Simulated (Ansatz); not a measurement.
Results of BLYP (PAW; Ansatz, a first-principles code) for diamond.

Run with plane-wave cutoff 520 eV, 16×16×16 k mesh, perturbation theory, scalar-relativistic PAW data made under PBE.

Computed at the level's own relaxed cell.

Harmonic phonon frequencies (cm⁻¹; i marks an imaginary mode):

| q point | frequencies |
|---|---|
| Γ | 0 0 0 1261 1261 1261 |
| X | 795 795 1007 1007 1173 1173 |
| U | ___ |
| L | 556 556 1000 1154 1154 1244 |

Problem. Complete the blanks.

Solution. 
- U, frequencies: 757 959 965 1030 1041 1189

Measured, for comparison: zone-centre TO phonon frequency 1333 cm⁻¹ (low temperature, zero-point motion not removed; as tabulated in Kunc et al. (2003), arXiv:cond-mat/0304692). Computed (rounded) less measured: zone-centre TO phonon frequency -5 %.

No imaginary mode appears at these points.
